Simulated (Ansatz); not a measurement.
**C2H4F2 (1,2-difluoroethane): revPBE/def2-SVPD**

Aim: the vertical ionisation energy of C2H4F2 (1,2-difluoroethane) at revPBE/def2-SVPD, from 2 runs. 

The calculation is run with Ansatz 0.2.0.

28 further runs of the same task are left out: 28 set aside as unsound or not needed.

### 1 The molecule

C2H4F2 has 8 atoms, charge 0, and is taken as a singlet. As SMILES, `FCCF`. The shape is that of a PBE0-D4/def2-TZVP optimisation. This is one conformer, not always the lowest.

Bond lengths: F1–C2 1.378 Å, C2–C3 1.498 Å, C3–F4 1.378 Å, C2–H5 1.094 Å, C2–H6 1.095 Å, C3–H7 1.095 Å, C3–H8 1.094 Å. Some angles: F1–C2–C3 110.9°, C2–C3–F4 110.9°, F1–C2–H5 108.2°, F1–C2–H6 108.3°, C3–C2–H5 110.5°, C3–C2–H6 109.4°, C2–C3–H7 109.4°, C2–C3–H8 110.5°, F4–C3–H7 108.3°, F4–C3–H8 108.2°.

### 2 The energy at revPBE/def2-SVPD

input.yaml reads:

```yaml
crystal:
  periodic: [false, false, false]
  atoms:
    - symbol: F
      position_ang: [-1.312370, 0.775570, 0.874010]
    - symbol: C
      position_ang: [-0.115750, 0.716060, 0.193200]
    - symbol: C
      position_ang: [0.217900, -0.696080, -0.177380]
    - symbol: F
      position_ang: [-0.618130, -1.153280, -1.172850]
    - symbol: H
      position_ang: [-0.201180, 1.337840, -0.702830]
    - symbol: H
      position_ang: [0.670250, 1.117960, 0.841860]
    - symbol: H
      position_ang: [1.248900, -0.742470, -0.544780]
    - symbol: H
      position_ang: [0.110390, -1.355610, 0.688780]
basis:
  gaussian:
    orbitals: def2-SVPD
hamiltonian:
  xc: {name: revPBE}
accuracy: high
output:
  orbitals: {seedname: orbitals}
```

Launch:

```console
ansatz run input.yaml --threads 1 --pin off --max-ram 3480MiB --events-out events.jsonl --progress --plain --runs-dir runs
```

Log:

```text
Warning: RAYON_NUM_THREADS=1 ignored (pool sized by the plan → 1); use --threads N
Functional definition: revPBE
  name "revPBE"
  parameter kappa = 1.245
  parameter beta = 0.06672455060314922
  exchange = pbe_x(kappa = kappa, mu = beta*pi^2/3)
  correlation = pbe_c(beta = beta)
2408 factors; integrals over basis functions are off by at most 3.2e-9 eV
mean field evaluation 1: about -7561.3608 eV, gradient 4.0e1 eV
mean field evaluation 2: about -7558.5780 eV, gradient 5.4e1 eV
mean field evaluation 4: about -7565.0338 eV, gradient 3.9e0 eV
mean field evaluation 8: about -7565.0603 eV, gradient 7.6e-2 eV
mean field evaluation 16: about -7565.0603 eV, gradient 3.1e-6 eV
mean field -7565.06030867 eV, -278.0108385617 hartree, gradient 4.1e-8 eV, S^2 0.000000; 0 other end points of the search recorded, 0 dependent functions left out
reference -7565.06031316 eV, -278.0108387265 hartree; 17, 17 occupied and 101, 101 virtual orbitals, 2408 factors
Total energy: -7565.06031316 eV, -278.0108387265 hartree
```

It took 2.8 s on 1 thread of AMD EPYC 9R45 (Zen 5), shared host; peak memory 0.36 GiB.

### 3 The doublet cation, same level

molecule.yaml reads:

```yaml
crystal:
  periodic: [false, false, false]
  atoms:
    - {symbol: F, position_ang: [-1.312370, 0.775570, 0.874010]}
    - {symbol: C, position_ang: [-0.115750, 0.716060, 0.193200]}
    - {symbol: C, position_ang: [0.217900, -0.696080, -0.177380]}
    - {symbol: F, position_ang: [-0.618130, -1.153280, -1.172850]}
    - {symbol: H, position_ang: [-0.201180, 1.337840, -0.702830]}
    - {symbol: H, position_ang: [0.670250, 1.117960, 0.841860]}
    - {symbol: H, position_ang: [1.248900, -0.742470, -0.544780]}
    - {symbol: H, position_ang: [0.110390, -1.355610, 0.688780]}
basis:
  gaussian:
    orbitals: def2-SVPD
total_charge: 1
magnetization:
  spin_polarized: true
  initial_magnetization: 1
hamiltonian:
  xc: {name: revPBE}
accuracy: high
output: {orbitals: {seedname: orbitals}}
```

Launch:

```console
ansatz run molecule.yaml --threads 1 --pin off --max-ram 3480MiB --events-out events.jsonl --progress --plain --runs-dir runs
```

Log, shortened:

```text
Warning: RAYON_NUM_THREADS=1 ignored (pool sized by the plan → 1); use --threads N
[... 6 set-up lines as earlier in the session ...]
2408 factors; integrals over basis functions are off by at most 3.2e-9 eV
mean field evaluation 1: about -7545.5960 eV, gradient 4.4e1 eV
mean field evaluation 2: about -7534.5153 eV, gradient 7.3e1 eV
mean field evaluation 4: about -7553.1352 eV, gradient 9.3e0 eV
mean field evaluation 8: about -7553.4559 eV, gradient 4.5e-1 eV
mean field evaluation 16: about -7553.4579 eV, gradient 5.8e-4 eV
mean field evaluation 32: about -7553.3671 eV, gradient 5.8e-1 eV
mean field -7553.45787869 eV, -277.5844571242 hartree, gradient 3.2e-8 eV, S^2 0.751102; 7 other end points of the search recorded, 0 dependent functions left out
reference -7553.45788354 eV, -277.5844573025 hartree; 17, 16 occupied and 101, 102 virtual orbitals, 2408 factors
Total energy: -7553.45788354 eV, -277.5844573025 hartree
```

Wall time 7.2 s (1 thread of AMD EPYC 9R45 (Zen 5), shared host); peak memory 0.45 GiB.

### 4 Summary of results

At revPBE/def2-SVPD:

| quantity | value |
| --- | --- |
| singlet C2H4F2: total energy | -278.01084 Eh |
| singlet C2H4F2: HOMO energy | -7.86 eV |
| singlet C2H4F2: LUMO energy | -0.03 eV |
| singlet C2H4F2: HOMO–LUMO gap | 7.83 eV |
| doublet cation: total energy | -277.58446 Eh |
| doublet cation: HOMO energy (highest over α and β) | -15.71 eV |
| doublet cation: LUMO energy (lowest over α and β) | -15.38 eV |
| doublet cation: ⟨S²⟩ | 0.751 |
| vertical ionisation energy (to the doublet cation) | 11.602 eV |

In words: The vertical ionisation energy comes to 11.60 eV (1119 kJ/mol). −ε(HOMO) before ionisation, 7.86 eV, is 3.74 eV below this ionisation energy.
